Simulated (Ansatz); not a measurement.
Born–Oppenheimer molecular dynamics of BClH$_{2}$O (5 atoms, charge 0, multiplicity 1). It starts at the highest image of a converged band. Of that band: The profile has 2 maxima (images 1, 5) with wells between them (image 2): this band takes more than one step, which may be the mechanism or a detour left from its start path. Neighbouring images differ by up to 2.7 eV, so the band resolves the path poorly. A vibrational analysis at the climbing image gives one clearly imaginary mode, 1187i cm⁻¹: a first-order saddle point.

All numbers below come from RKS revPBE-D4/def2-TZVP in Ansatz.

| Item | Value |
| --- | --- |
| ensemble | NVE (velocity Verlet) |
| time step | 0.5 fs |
| steps asked | 200 |
| starting velocities drawn for | 100 K |
| seed | 10983 |

First frame:

```xyz
5
Properties=species:S:1:pos:R:3
B 0.191 0.120 -0.489
O 0.597 0.226 1.062
H 0.106 -0.376 1.684
H 1.389 -0.212 0.428
Cl -1.566 -0.039 -0.623
```

How far do the bonds stretch over the last three quarters of this one trajectory? (Pairs bonded in most of those frames.)


```
  bond  mean (Å)  spread (Å)  shortest  longest
B1–Cl5     1.799       0.056      1.69     1.88
 O2–H3     0.979       0.016      0.95     1.02
 O2–H4     0.977       0.007      0.96     0.99
```

Pairs bonded in part of these frames only: B1–O2 17 %.

Mean temperature of the second half: 639 K. The conserved energy stayed within 0.059 meV per atom of its start (net change 0.0018 meV per atom), so the integration is sound. The kinetic energy rose, since the run started high on the potential surface and went downhill. It ends in pieces (BCl + H2O), so much of that is their flight and rotation, not heat. A run of 0.1 ps of so small a system gives no equilibrium averages. The orbitals stay closed-shell, which can raise the energy where a bond breaks towards radicals; this wasn't checked here.

The run took 3.3 min on 2 threads of Intel(R) Xeon(R) Platinum 8259CL CPU @ 2.50GHz (Skylake/Cascade Lake) (shared host), peak memory 0.17 GiB.
